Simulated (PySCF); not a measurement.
## What binds Cl₂⁻: the parts of the energy along the bond

State: doublet, unpaired electrons σ ↑. ROHF-based CCSD(T) in PySCF 2.14 with Cl aug-cc-pV(D+d)Z and Cl aug-cc-pV(T+d)Z (frozen core orbitals: 10; no relativity). Correlation energies are extrapolated as n⁻³ (n = 2, 3), Hartree–Fock as (n+1)·exp(−9√n). SR is the spin-free X2C energy in Cl cc-pVTZ-DK less the non-relativistic one in Cl cc-pVTZ. All energies in eV from Cl + Cl⁻.

| R (Å) | HF/CBS | CCSD corr. | (T) | SR | total |
| --- | --- | --- | --- | --- | --- |
| 2.3434 | -0.284 | -0.707 | -0.1262 | -0.0055 | -1.122 |
| 2.4499 | -0.439 | -0.679 | -0.1242 | -0.0038 | -1.246 |
| 2.5564 | -0.503 | -0.658 | -0.1234 | -0.0025 | -1.288 |
| 2.6629 | -0.506 | -0.644 | -0.1234 | -0.0016 | -1.275 |
| 2.7694 | -0.468 | -0.635 | -0.1239 | -0.0010 | -1.228 |
| 2.9026 | -0.385 | -0.629 | -0.1251 | -0.0005 | -1.140 |
| 3.0357 | -0.283 | -0.627 | -0.1265 | -0.0002 | -1.037 |

A fit to the total gives Re = 2.5793 Å, De = 1.289 eV, ωe = 259.8 cm⁻¹, Be = 0.1449 cm⁻¹ (masses 34.9689 and 34.9689 u).

**Question.** At R = 2.5564 Å the CCSD correlation energy is -0.343706 hartree in the smaller basis and -0.437759 in the larger. Extrapolate it.

**Answer.** (3³·E3 − 2³·E2)/(3³ − 2³) = -0.47736 hartree; the larger basis holds 91.7 % of it.

The T1 diagnostic is 0.015. The state was picked by a PBE0 search and need not be the measured ground state. Spin–orbit coupling, excitations beyond (T) and corrections to the Born–Oppenheimer picture are left out.
